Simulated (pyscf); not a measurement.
PySCF, gas phase, ωB97X-D3(BJ)/def2-SVP geometries.

### Question
Estimate the classical barrier height and the reaction energy of H₃Si–SiH₃ + Cl–Cl → H₃Si–Cl + H₃Si–Cl at ωB97M-D3(BJ)/def2-TZVP. The step runs on the singlet surface, breaks Si–Si, Cl–Cl and forms Cl–Si, Cl–Si; take the separated reactants as zero.

### Answer
ΔE‡ = 60.3 kcal/mol, ΔE = -85.5 kcal/mol. Zero-point energy shifts the barrier by +0.8 kcal/mol. It is a four-centre exchange, with an imaginary mode of 693i cm⁻¹. At the saddle there is also a short Cl–Si contact that neither side keeps. From the product side, •H₂Si–Cl + H• lies, by one bond made or cut, 49.1 kcal/mol under this saddle at ωB97M-D3(BJ)/def2-TZVP. One saddle was located; it need not be the lowest between these sides. One closed-shell reference is unstable to symmetry breaking; treat the single-reference values with care.
